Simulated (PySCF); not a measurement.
# Level of theory and proton affinities: methyl chloride

Structure: `CCl` (CH3Cl). Atom numbers as in the mapped SMILES `[CH3:1][Cl:2]`.

All levels share the PBE0-D3(BJ)/def2-SVP structures and the PBE0-D3(BJ)/def2-SVP thermal terms; only the single-point energies (PySCF) change. Values are proton affinities (298 K, kJ/mol).

Measured (NIST Chemistry WebBook): proton affinity (−ΔH) 647 kJ/mol.

| level | Cl2 | time |
| --- | --- | --- |
| PBE0-D3(BJ)/6-31G | 586 | 1.2 s |
| PBE0-D3(BJ)/6-31+G* | 622 | 1.7 s |
| PBE0-D3(BJ)/def2-SV(P) | 622 | 1.5 s |
| PBE0-D3(BJ)/6-31G* | 625 | 1.4 s |
| LDA/def2-TZVP | 626 | 4.9 s |
| PBE0-D3(BJ)/ma-def2-SVP | 631 | 1.9 s |
| PBE0-D3(BJ)/pcseg-1 | 632 | 1.7 s |
| PBE0-D3(BJ)/def2-SVPD | 638 | 2.4 s |
| M06-2X/def2-TZVP (grid 3) | 638 | 7.1 s |
| PBE0-D3(BJ)/aug-pcseg-1 | 639 | 2.6 s |
| PBE0-D3(BJ)/6-311+G** | 641 | 2.3 s |
| PBE0-D3(BJ)/aug-cc-pVDZ | 642 | 2.7 s |
| CAM-B3LYP-D3(BJ)/def2-TZVP | 643 | 3.3 s |
| PBE0-D3(BJ)/cc-pVDZ | 643 | 1.8 s |
| ωB97M-D3(BJ)/def2-TZVP (grid 3) | 644 | 6.8 s |
| M06/def2-TZVP (grid 3) | 645 | 7.1 s |
| PBE0-D3(BJ)/def2-SVP | 647 | 1.7 s |
| BHandHLYP/def2-TZVP | 648 | 2.5 s |
| LC-ωPBE/def2-TZVP | 649 | 6.1 s |
| PBE0-D3(BJ)/6-311++G(2d,2p) | 649 | 3.1 s |
| PBE0-D3(BJ)/ma-def2-TZVP | 650 | 3.1 s |
| HSE06/def2-TZVP | 650 | 6.4 s |
| PBE0-D3(BJ)/pcseg-2 | 651 | 3.7 s |
| PBE0-D3(BJ)/aug-cc-pVTZ | 651 | 7.5 s |
| PBE0-D3(BJ)/def2-TZVPD | 651 | 3.9 s |
| PBE0-D3(BJ)/cc-pVTZ | 652 | 3.8 s |
| PBE0-D3(BJ)/def2-TZVP | 652 | – |
| HF/def2-TZVP | 652 | 0.98 s |
| r2SCAN-D3(BJ)/def2-TZVP (grid 3) | 652 | 10 s |
| PBE0-D3(BJ)/jun-cc-pV(T+d)Z | 653 | 5.2 s |
| M06-L/def2-TZVP (grid 3) | 653 | 10 s |
| B3LYP-D3(BJ)/def2-TZVP | 654 | 3 s |
| PBE0-D3(BJ)/def2-QZVP | 654 | 12 s |
| PBE0-D3(BJ)/def2-TZVPP | 654 | 4.1 s |
| PBE-D3(BJ)/def2-TZVP | 654 | 5.3 s |
| ωB97X-D3(BJ)/def2-TZVP | 655 | 3.1 s |
| BP86-D3(BJ)/def2-TZVP | 657 | 5.8 s |
| BLYP-D3(BJ)/def2-TZVP | 657 | 5.4 s |
| B97-2/def2-TZVP | 660 | 2.9 s |
| TPSSh-D3(BJ)/def2-TZVP (grid 3) | 661 | 7.7 s |
| TPSS-D3(BJ)/def2-TZVP (grid 3) | 663 | 10 s |
| OPBE/def2-TZVP | 669 | 5.7 s |

Times are wall times for all single points of a level on 1 thread of Arm Neoverse N1, a shared host; the dash marks the run that also made the structures. BLYP, BP86, HSE06, LC-ωPBE, LDA, M06-L, OPBE, PBE, TPSS, r2SCAN ran on a slower path of this set-up, which computes the density-fitting integrals anew in every SCF cycle while the other levels store them. So the times needn't show the usual order of cost, and those levels read slower than they are.

Hartree-Fock leaves out electron correlation, so its proton affinities can be off by tens of kJ/mol.

The spread: 83 kJ/mol, from 586 to 669.

Known limits: the best site listed is a halogen, a weak base; protonation of a C–C, C–H or other σ bond isn't listed and may be favoured.
